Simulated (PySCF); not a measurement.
Consider 2,3-dihydrothiophene, `C1=CSCC1` (C4H6S). Coordinates in Å; atoms count from 1 in this order:
```
C     1.0543   -0.4798    0.1273
C     1.2898    0.5883   -0.6446
S    -0.1472    1.4710   -1.1473
C    -1.1522    0.5395    0.0712
C    -0.4046   -0.7643    0.3568
H     1.8471   -1.1376    0.4908
H     2.2656    0.9292   -0.9962
H    -1.2291    1.1584    0.9790
H    -2.1607    0.3856   -0.3354
H    -0.7327   -1.5654   -0.3333
H    -0.6176   -1.1201    1.3775
```

These are calculated values, ωB97X-D3(BJ)/ma-def2-TZVP in PySCF (grid level 2) at geometries from PBE0-D3(BJ)/ma-def2-SVP. Zero-point and thermal terms (298.15 K, 1 bar) come from unscaled PBE0-D3(BJ)/ma-def2-SVP harmonic frequencies, with soft modes damped to free rotors in the entropy.

Problem. What are the vertical and the adiabatic ionisation energy for forming the radical cation?

Solution. 8.06 eV vertical and 7.86 eV adiabatic, the latter with zero-point energy.

Problem. Where does the unpaired spin of the relaxed radical cation sit?

Solution. S3 (sulfide sulfur) 0.56, C1 (alkene carbon) 0.41 (intrinsic atomic orbital populations).

Problem. What oxidation potential follows in dichloromethane (IEF-PCM), given that Fc+/Fc comes at 4.70 V absolute with this functional and basis?

Solution. In the gas phase ΔG of oxidation is 7.837 eV, and solvation is -12.0 kJ/mol for the parent and -214.0 kJ/mol for the product, so the absolute potential is 5.74 V, or 1.04 V against Fc+/Fc. Fc+/Fc in dichloromethane, 4.70 V, is ωB97X-D3(BJ)/ma-def2-TZVP on PBE0-D3(BJ)/def2-SVP structures with GFN2-xTB thermal terms. Benchmark calculations put it near 5.0 V in acetonitrile and DMSO, so it is about 0.3 V low, and the value against it can read up to that much too high. The solvent is electrostatics only, on gas-phase structures; the absolute scale refers to an electron at rest in vacuum.

Problem. How far is −ε(HOMO) from the vertical value by ΔSCF?

Solution. −ε(HOMO) = 8.16 eV, which is 0.10 eV above the ΔSCF value.
